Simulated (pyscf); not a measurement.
`[CH3][Zn][SH]` + `[SH2]` -> `[CH4]` + `[SH][Zn][SH]`, a four-centre exchange (singlet surface; C–Zn, H–S broken, C–H, S–Zn formed). PySCF, gas phase, ωB97X-D3(BJ)/def2-SVP geometries. Energies in kcal/mol from the separated reactants.

Small-basis levels: PySCF, no dispersion term, spherical d functions. AM1 to PM7: differences of heats of formation from MOPAC, which are fitted to 298 K values and so differ in kind from electronic energies by zero-point and thermal terms. Cost: rough CPU time at the saddle relative to B3LYP/6-31G*+LANL2DZ, from one job on a shared machine.

```json
[
 {"level": "HF/6-31G*+LANL2DZ", "barrier": "36.2", "reaction energy": "-32.0", "cost": "0.1"},
 {"level": "B3LYP/3-21G", "barrier": "9.6", "reaction energy": "-19.7", "cost": "0.7"},
 {"level": "B3LYP/6-31G*+LANL2DZ", "barrier": "19.3", "reaction energy": "-29.3", "cost": "1"},
 {"level": "B3LYP/6-311+G**+LANL2DZ", "barrier": "19.2", "reaction energy": "-26.7", "cost": "2"},
 {"level": "B3LYP/def2-SVP", "barrier": "18.1", "reaction energy": "-25.7", "cost": "1"},
 {"level": "PM6", "barrier": "34.3", "reaction energy": "-19.3", "cost": "under 0.02"},
 {"level": "PM7", "barrier": "17.9", "reaction energy": "-21.9", "cost": "under 0.02"},
 {"level": "ωB97M-D3(BJ)/def2-TZVP", "barrier": "19.8", "reaction energy": "-26.6", "cost": "–"}
]
```

Against the last row the barrier runs from -10.2 (B3LYP/3-21G) to +16.4 kcal/mol (HF/6-31G*+LANL2DZ). ωB97M-D3(BJ)/def2-TZVP has limits of its own. On the reactant side the descent ends in a complex, 7.0 kcal/mol under the separated species and 23.9 kcal/mol under the saddle at ωB97X-D3(BJ)/def2-TZVP. At ωB97X-D3(BJ)/def2-TZVP the barrier from the zero used here is 16.9 kcal/mol. This is the saddle that the search found; another between the same sides may lie lower. In the def2 sets elements up to Kr have no core potential.
